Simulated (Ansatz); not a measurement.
A made-up structure of CH2FMg (charge -1), singlet:

```csv
atom,x (Å),y (Å),z (Å)
F1,1.1409,-0.9074,1.0502
C2,0.6046,0.0485,0.2620
Mg3,-1.5192,0.0904,-0.1503
H4,-2.1616,-0.5936,-1.5917
H5,1.1453,0.8833,-0.1044
```

It is relaxed with PBE-D4/def2-SVPD and then PBE0-D4/def2-TZVPD (Ansatz 0.2.0). Atoms count as bonded within 1.22 times the sum of their covalent radii (H–H: 0.88 Å). The end point is not checked to be a true minimum.

Q: Does its bonding change? (Judge from chemistry; the calculation decides.)

A: Computed: No: no bond forms or breaks.

Where it ends: The first stage lowers the energy by 0.64 eV in 10 steps. It ends as CH₂FMg ([F][CH][MgH]), total charge -1:
```tsv
atom	x (Å)	y (Å)	z (Å)
F1	1.2050	-0.7843	1.1831
C2	0.6417	-0.0009	0.1458
Mg3	-1.3112	-0.0754	-0.4200
H4	-2.5728	-0.5392	-1.5680
H5	1.2472	0.9211	0.1250
```

Labels in which every atom is bracketed show which atoms are joined, not bond orders.

For scale, one of the runs: PBE0-D4/def2-TZVPD relaxation, 130 basis functions, launched by `ansatz run in.yaml --threads 2 --pin off --events-out ev --progress --plain --max-ram 4352MiB`. The run took about 21 s on 2 CPU threads of an Arm Neoverse V1 (shared host).
